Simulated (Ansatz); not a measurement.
# CH2Si+ (doublet): the correlation ladder, cc-pVTZ

How much of the correlation energy of CH2Si+ (doublet) does each wave-function method recover here?

The runs use Ansatz 0.2.0, Gaussian basis; cc-pVTZ, core rule «outside noble gas», up to 6 orbitals frozen.

The runs, in order: UHF; CCSD(T) on ROHF; CCSD(T) on UHF; BCCD(T) on ROHF; CCSDT(Q) on ROHF; CCSDT(Q) on UHF; CASSCF and MRCISD+Q, 9 electrons in 10 orbitals; CASSCF and NEVPT2, 9 electrons in 10 orbitals.

4 further runs of the same task are left out: 4 set aside as unsound or not needed.

### 1 What is computed

The geometry is a PBE0/def2-TZVP stationary point (not a proven minimum) of the parent state, kept for this charge and spin.

4 atoms, charge 1, spin multiplicity 2.

Atoms are counted from 1 here; the program's logs count them from 0.

Bond lengths: Si1–C2 1.702 Å, C2–H3 1.090 Å, C2–H4 1.090 Å. Angles: Si1–C2–H3 123.5°, Si1–C2–H4 123.5°, H3–C2–H4 113.0°.

Geometry (Å):

```
Si    0.0000    0.0000    0.5957
C     0.0000    0.0000   -1.1063
H     0.0000   -0.9093   -1.7078
H     0.0000    0.9093   -1.7078
```

### 2 UHF

in.yaml reads:

```yaml
crystal:
  periodic: [false, false, false]
  atoms:
    - {symbol: Si, position_ang: [0.000000, 0.000000, 0.595671]}
    - {symbol: C, position_ang: [0.000000, 0.000000, -1.106259]}
    - {symbol: H, position_ang: [0.000000, -0.909276, -1.707827]}
    - {symbol: H, position_ang: [0.000000, 0.909276, -1.707827]}
basis:
  gaussian: {orbitals: cc-pVTZ}
total_charge: 1
magnetization: {spin_polarized: true, initial_magnetization: 1}
hamiltonian: {xc: hf}
output: {orbitals: {seedname: orbitals}}
```

The run is started by

```sh
> ansatz run in.yaml --threads 1 --pin off --events-out ev --progress --plain --max-ram 4096MiB --backend cpu
```

Further steps of the session: CCSD(T) on ROHF; CCSD(T) on UHF; BCCD(T) on ROHF; CCSDT(Q) on ROHF; CCSDT(Q) on UHF; CASSCF and MRCISD+Q, 9 electrons in 10 orbitals; CASSCF and NEVPT2, 9 electrons in 10 orbitals.

**Question.** What will the summary of the whole plan be? Wanted: UCCSDT(Q) below the RHF energy; RMP2 from UCCSDT(Q); UMP2 from UCCSDT(Q); RCCSD from UCCSDT(Q); RCCSD(T) from UCCSDT(Q); UCCSD(T) from UCCSDT(Q); RCCSDT(Q) from UCCSDT(Q); NEVPT2 valence from UCCSDT(Q); MRCISD+Q valence from UCCSDT(Q).

As calculated:

| quantity | value |
| --- | --- |
| UCCSDT(Q) below the RHF energy | -6.8249 eV |
| RMP2 from UCCSDT(Q) | +25.56 kcal/mol |
| UMP2 from UCCSDT(Q) | +25.81 kcal/mol |
| RCCSD from UCCSDT(Q) | +6.13 kcal/mol |
| RCCSD(T) from UCCSDT(Q) | +0.84 kcal/mol |
| UCCSD(T) from UCCSDT(Q) | +0.84 kcal/mol |
| RCCSDT(Q) from UCCSDT(Q) | +0.02 kcal/mol |
| NEVPT2 valence from UCCSDT(Q) | +22.69 kcal/mol |
| MRCISD+Q valence from UCCSDT(Q) | +1.30 kcal/mol |
| levels within 1 kcal/mol (43 meV) | RCCSD(T), UCCSD(T), BCCD(T), RCCSDT, UCCSDT, RCCSDT(Q) |
| T1 diagnostic | 0.015 |
| effectively unpaired electrons | 1.07 |

RCCSD(T) misses by +0.84 kcal/mol, 0.5 % of the correlation energy. One determinant dominates. Of the multireference levels listed MRCISD+Q valence comes nearest in total energy (+1.30 kcal/mol), which doesn't show that its space is the better one. These misses are within one basis, not against nature; the frozen cores of restricted and unrestricted runs differ, which can shift their rows.
